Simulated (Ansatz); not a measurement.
O$_{3}$, singlet in STO-3G: errors against full CI

Geometry: MP2(full)/6-31G*, from the G2/97 set.

```csv
atom,x (Å),y (Å),z (Å)
O,0.0000,1.1038,-0.2285
O,0.0000,0.0000,0.4571
O,0.0000,-1.1038,-0.2285
```

Basis STO-3G; Ansatz 0.2.0. Correlated methods freeze the noble-gas cores, which leaves 18 electrons in 12 orbitals. R marks a restricted (for open shells ROHF) determinant, U an unrestricted one.

Full CI is exact within this basis and frozen core; it isn't the basis-set limit. The frozen core follows each run's orbitals, which can shift R against U totals by a few meV.

Unrestricted rows (U) aren't spin-pure: their determinants' ⟨S²⟩ exceeds S(S+1) by up to 0.97, so they mix in states of higher spin.

```
UHF ⟨S²⟩                          : 0.967
T1 diagnostic (RCCSD)             : 0.0305
largest doubles amplitude (RCCSD) : 0.375
```

Q: From what is known of these methods and the diagnostics, rank them by the size of their error in total energy against full CI in STO-3G, smallest first (an estimate: the text doesn't fix the numbers).
A. RCCSD
B. RCCSD(T)
C. UMP2
D. RHF
E. RCCSDTQ

A: E (0.22 kcal/mol), B (2.62 kcal/mol), A (16.72 kcal/mol), C (36.07 kcal/mol), D (172.43 kcal/mol).

All errors are against full CI in STO-3G. Within each family the higher level lies nearer, as is usual though not guaranteed.

The program itself flagged as in doubt: RCCSD, RCCSD(T), RCCSDTQ.

The full-CI state has the irrep A1 of C2v, in the program's axes.

Its occupations show that no single determinant describes this state well.

Natural occupations of full CI about the gap: 1.989 1.962 1.954 1.945 1.647 0.393 0.069 0.058; effectively unpaired electrons, Σ n²(2−n)², 0.79.

Atomization energy (electronic, same basis, no zero-point term; atoms at the same level, unrestricted beside the R rows where the molecule is a closed shell, with restricted open-shell steps beyond CCSDT(Q)) at full CI: 397.1 kJ/mol. Errors of other levels:

```tsv
level	error (kJ/mol)
RHF	-721.5
UHF	-366.6
RMP2	-102.3
UMP2	-150.9
CISD	-118.2
RCCSD*	-70.0
UCCSD*	-41.1
RCCSD(T)*	-11.0
UCCSD(T)*	-21.0
BCCD(T)*	-12.1
RCCSDT*	-8.3
UCCSDT	-6.9
CISDTQ	-5.7
RCCSDT(Q)*	-1.5
UCCSDT(Q)	-0.8
RCCSDTQ*	-0.9
UCCSDTQ*	-0.6
```

This basis is far from its limit, so the value isn't to be set against a measured one. Truncated CI isn't size-consistent, which counts against it in atomization.

An asterisk marks runs whose energy the program itself flagged as in doubt.
